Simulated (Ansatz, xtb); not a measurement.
Two isomers of C3H6OS

Structure a: `C[C@@H]1O[C@@H]1S`, a singlet. Structure b: `C[C@@H]1O[C@H]1S`, a singlet. Both are isolated molecules in the gas phase, relaxed with B3LYP/def2-SVP; the shapes shown needn't be the lowest conformers.

a (Å):

```xyz
11

C    -0.7336    0.5624    0.3987
C     0.6473    1.0441    0.0480
C     1.5922    0.3217   -0.8254
O     0.9019    1.4443   -1.3127
S     1.3198   -1.2962   -1.6008
H    -1.4541    1.3946    0.3490
H    -1.0763   -0.2362   -0.2738
H    -0.7423    0.1695    1.4283
H     1.0922    1.7311    0.7847
H     2.6718    0.4528   -0.6591
H     0.0890   -1.0088   -2.0782
```

b (Å):

```xyz
11

C    -1.0664    0.2374    0.3198
C     0.0691    0.9164   -0.3981
C     1.2268    0.1835   -0.9429
O     0.2051    0.6322   -1.7974
S     2.8345    0.9838   -1.2322
H    -1.1305   -0.8257    0.0428
H    -0.9358    0.3126    1.4117
H    -2.0253    0.7154    0.0612
H     0.2410    1.9729   -0.1477
H     1.2907   -0.9063   -0.8099
H     3.4581    0.3960   -0.1837
```

Quicker runs give these differences E(b) − E(a): GFN2-xTB +2.79 kJ/mol; HF/STO-3G +0.33 kJ/mol (at GFN2-xTB geometries); r2SCAN-D4/def2-SVP +2.80 kJ/mol (at GFN2-xTB geometries).

Estimate E(b) − E(a) at the level CCSD(T)/def2-SVP + ΔMP2/def2-TZVPP.

CCSD(T)/def2-SVP + ΔMP2/def2-TZVPP gives E(b) − E(a) = −0.54 kJ/mol, slightly favouring structure b, which is too small a margin to settle the true order.

Level by level:

| level | geometry | E(b) − E(a) (kJ/mol) | departure from the last row (kJ/mol) | job, with rough time for the two |
| --- | --- | --- | --- | --- |
| GFN2-xTB | GFN2-xTB | +2.79 | +3.33 | optimisation, 0.11 s |
| HF/STO-3G | GFN2-xTB | +0.33 | +0.87 | single point, 0.3 s |
| r2SCAN-D4/def2-SVP | GFN2-xTB | +2.80 | +3.34 | single point, 3.9 s |
| B3LYP/def2-SVP | B3LYP/def2-SVP | +0.58 | +1.12 | optimisation, 42 s |
| HF/def2-SVP | B3LYP/def2-SVP | −3.29 | −2.75 | part of the CCSD(T) run |
| MP2/def2-SVP | B3LYP/def2-SVP | +1.85 | +2.39 | part of the CCSD(T) run |
| CCSD(T)/def2-SVP | B3LYP/def2-SVP | +1.34 | +1.88 | single point |
| CCSD(T)/def2-SVP + ΔMP2/def2-TZVPP | B3LYP/def2-SVP | −0.54 |  | single point, 31 s |

As drawn, both hold the same kinds of bond in the same numbers.

The largest departure from CCSD(T)/def2-SVP + ΔMP2/def2-TZVPP is that of r2SCAN-D4/def2-SVP, 3.34 kJ/mol. The last row adds to CCSD(T) the change of the MP2 difference between the two basis sets, here −1.88 kJ/mol.

With harmonic frequencies from B3LYP/def2-SVP (ideal gas, rigid rotor, one conformer each, 298.15 K, 1 atm): on the last row, ΔE + ΔZPE = −0.97, ΔH = −0.82, ΔG = −0.75 kJ/mol.

The correlated steps freeze 9 core orbitals. Programs: Ansatz 0.2.0, xtb 6.7.1; the last row on 2 threads of Arm Neoverse V2 on a shared host.
